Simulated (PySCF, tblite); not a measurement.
Isomers of C5H11P, one GFN2-xTB conformer each. Single-point energies are computed at PBE0/pcSseg-1 (PySCF, gas phase, no added dispersion term), electronic only.

```tsv
SMILES	GFN2-xTB relative energy (kJ/mol)
C[C@@H]1[C@H](C)P1C	89.4
CP(C)C1CC1	101.1
C=CP(C)CC	137.4
C1CCPCC1	0.0
[H]/P=C(/C)C(C)C	100.9
CCP1CCC1	71.6
CC(C)P1CC1	99.3
C=C(C)PCC	120.5
C/C=C/P(C)C	114.3
```

Conformers: `[CH3:1][P:2]([CH3:3])[CH:4]1[CH2:5][CH2:6]1` with C1–P2–C4–C5 -96°; `[CH2:1]=[CH:2][P:3]([CH3:4])[CH2:5][CH3:6]` with C1–C2–P3–C4 -135°, C2–P3–C5–C6 -74°; `[CH2:1]1[CH2:2][CH2:3][PH:4][CH2:5][CH2:6]1` with C6–C1–C2–C3 64°, C1–C2–C3–P4 -61°, C2–C3–P4–C5 50°, C3–P4–C5–C6 -50°; `[H]/[P:3]=[C:2](/[CH3:1])[CH:4]([CH3:5])[CH3:6]` with C1–C2–C4–C5 -77°; `[CH3:1][CH2:2][P:3]1[CH2:4][CH2:5][CH2:6]1` with C1–C2–P3–C4 164°, C2–P3–C4–C5 -86°, P3–C4–C5–C6 -13°, C4–C5–C6–P3 13°, C2–P3–C6–C5 85°; `[CH3:1][CH:2]([CH3:3])[P:4]1[CH2:5][CH2:6]1` with C1–C2–P4–C5 -143°; `[CH2:1]=[C:2]([CH3:3])[PH:4][CH2:5][CH3:6]` with C1–C2–P4–C5 112°, C2–P4–C5–C6 -51°; `[CH3:1]/[CH:2]=[CH:3]/[P:4]([CH3:5])[CH3:6]` with C2–C3–P4–C5 -133°.

What does PBE0/pcSseg-1 give for the same structures?

| SMILES | PBE0/pcSseg-1 E (Eh) | PBE0/pcSseg-1 (kJ/mol) | GFN2-xTB (kJ/mol) | point group |
| --- | --- | --- | --- | --- |
| C1CCPCC1 | -538.09897 | 0.0 | 0.0 | Cs |
| C[C@@H]1[C@H](C)P1C | -538.07547 | 61.7 | 89.4 | near Cs |
| C/C=C/P(C)C | -538.07268 | 69.0 | 114.3 | C1 |
| CCP1CCC1 | -538.07179 | 71.4 | 71.6 | C1 |
| CC(C)P1CC1 | -538.07110 | 73.2 | 99.3 | Cs |
| CP(C)C1CC1 | -538.06756 | 82.5 | 101.1 | Cs |
| C=CP(C)CC | -538.06640 | 85.5 | 137.4 | C1 |
| C=C(C)PCC | -538.06384 | 92.2 | 120.5 | C1 |
| [H]/P=C(/C)C(C)C | -538.06376 | 92.5 | 100.9 | C1 |

Both levels put the same isomer lowest; measured from each level's own lowest isomer, the values differ by up to 51.9 kJ/mol (C=CP(C)CC: 137.4 against 85.5). Neighbours under 10 kJ/mol apart (C[C@@H]1[C@H](C)P1C and C/C=C/P(C)C; C/C=C/P(C)C and CCP1CCC1; CCP1CCC1 and CC(C)P1CC1; CC(C)P1CC1 and CP(C)C1CC1; others) can change places with a better method, another conformer or zero-point energy.

Which frontier levels, dipoles and rotational constants go with these structures?

| SMILES | HOMO (eV, PBE0/pcSseg-1) | LUMO (eV) | dipole (D) | A, B, C (MHz) |
| --- | --- | --- | --- | --- |
| C1CCPCC1 | -6.61 | 1.20 | 1.55 | 3913, 2900, 1875 |
| C[C@@H]1[C@H](C)P1C | -6.90 | 0.92 | 1.30 | 4047, 2233, 1748 |
| C/C=C/P(C)C | -6.17 | 0.22 | 1.39 | 5119, 1524, 1334 |
| CCP1CCC1 | -6.37 | 0.68 | 1.36 | 5211, 1957, 1847 |
| CC(C)P1CC1 | -7.01 | 0.83 | 1.30 | 4789, 2031, 1736 |
| CP(C)C1CC1 | -6.57 | 1.25 | 1.23 | 4655, 2046, 1638 |
| C=CP(C)CC | -6.66 | -0.17 | 1.15 | 2993, 2495, 1564 |
| C=C(C)PCC | -6.55 | 0.08 | 1.34 | 3606, 1977, 1861 |
| [H]/P=C(/C)C(C)C | -6.87 | -1.27 | 2.03 | 3992, 1849, 1660 |

What happens when harmonic zero-point energies from GFN2-xTB frequencies are added?

| SMILES | ZPE (kJ/mol) | electronic (kJ/mol) | with ZPE (kJ/mol) |
| --- | --- | --- | --- |
| C1CCPCC1 | 389.8 | 0.0 | 0.0 |
| C[C@@H]1[C@H](C)P1C | 383.0 | 61.7 | 54.8 |
| C/C=C/P(C)C | 376.1 | 69.0 | 55.3 |
| CCP1CCC1 | 387.3 | 71.4 | 68.8 |
| CC(C)P1CC1 | 384.7 | 73.2 | 68.1 |
| CP(C)C1CC1 | 379.9 | 82.5 | 72.6 |
| C=CP(C)CC | 376.6 | 85.5 | 72.3 |
| C=C(C)PCC | 376.1 | 92.2 | 78.5 |
| [H]/P=C(/C)C(C)C | 381.5 | 92.5 | 84.2 |

The zero-point energies span 13.7 kJ/mol. The lowest isomer stays, but the order above it changes.
